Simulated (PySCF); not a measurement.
# FH2N2P, a complex of two parts: interaction energy

What interaction energy should one expect for `FP` with `N#N`?

Computed with PySCF 2.14.0; each step states its level. No surroundings beyond the atoms listed, unless a continuum is named. Atoms count from 0, parts from 1.

### 1 The system as given

6 atoms, charge 0, multiplicity 1; geometry: GFN2-xTB. Parts: 1 = atoms 0–3, `FP`, charge 0; 2 = atoms 4–5, `N#N`, charge 0.

### 2 Optimising the geometry at PBE0-D3(BJ)/def2-SVPD

What the job is given:

```
{"job": {"xc": "PBE0", "basis": "def2-SVPD", "d3": "d3bj", "grid": 2, "kind": "geom", "shake": 0.01}, "charge": 0, "multiplicity": 1, "parts": [{"atoms": "0-3", "charge": 0, "multiplicity": 1}, {"atoms": "4-5", "charge": 0, "multiplicity": 1}]}
F      0.471334    -0.038815    -1.330962
P      0.035191    -0.570583     0.127360
H      0.120893     0.724302     0.699304
H     -1.304117    -0.438759    -0.073284
N      0.231136    -3.468151    -0.751021
N     -0.198722    -2.453556    -0.914771
```

The run is started by

```sh
$ OMP_NUM_THREADS=1 python cluster_run.py task.json out
```

One launch serves the whole session: the jobs run in the order shown.

**Question.** The jobs that follow are: CCSD(T)/aug-cc-pVDZ and MP2/aug-cc-pVTZ counterpoise interaction energy, frozen core, gas phase. Predict: point group; rotational constants (main isotopes); interaction energy, CCSD(T) limit estimate; MP2/aug-cc-pVTZ; T1 diagnostic.

As calculated:

```
                                  quantity                  value
                               point group                     C1
      rotational constants (main isotopes)  13.46, 1.90, 1.71 GHz
interaction energy, CCSD(T) limit estimate         -0.65 kcal/mol
                           MP2/aug-cc-pVTZ         -0.76 kcal/mol
                             T1 diagnostic                 0.0138
```

In words: The optimisation took 13 steps and gained 0.939 eV; among the close pairs (by a distance rule), P1–H3 changed most, from 1.361 to 1.432 Å. The estimate adds CCSD(T) less MP2 in the small basis (+0.17 kcal/mol) to extrapolated MP2. Hartree-Fock gives 0.57 against -0.65 kcal/mol, so correlation carries all of the binding.
